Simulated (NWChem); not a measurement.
System: SiH₂, triplet; SMILES of the neutral closed-shell parent [SiH2]

```xyz
3

Si     0.0000     0.0000     0.0955
H      1.2983     0.0000    -0.6682
H     -1.2983     0.0000    -0.6682
```
Atoms are numbered in this order, from 1.

Program: NWChem. Pople sets run with spherical d functions. Spin-unrestricted. In the optimisation the excess spin sits in a1 and b2 (C2v, its own frame). The geometry was optimised at PBE-D3(BJ)/def2-SVP, spin-unrestricted. The spin multiplicity was typed, not searched, and may not be the lowest. No stability test was run on the SCF state. Vertical excitations in the gas phase; the lowest state need not have the same character in each row. Excited states of an open shell can be spin-contaminated.

For level PBE0/6-31+G*, TDA:

```
Quantity                                                     Result
-----------------------------------------------------------  ------
lowest excitation (eV)                                         4.47
lowest state with f > 0.02 (eV)                                5.56
oscillator strength of that bright state                      0.158
lowest empty minus highest occupied level, either spin (eV)    2.52
```

### Question
What are these values for level B3LYP/6-31+G*, TDA?

### Answer
The lowest excitation (eV) is 4.25. The lowest state with f > 0.02 (eV) is 4.25 and the oscillator strength of that bright state is 0.023. The lowest empty minus highest occupied level, either spin (eV) is 1.66.
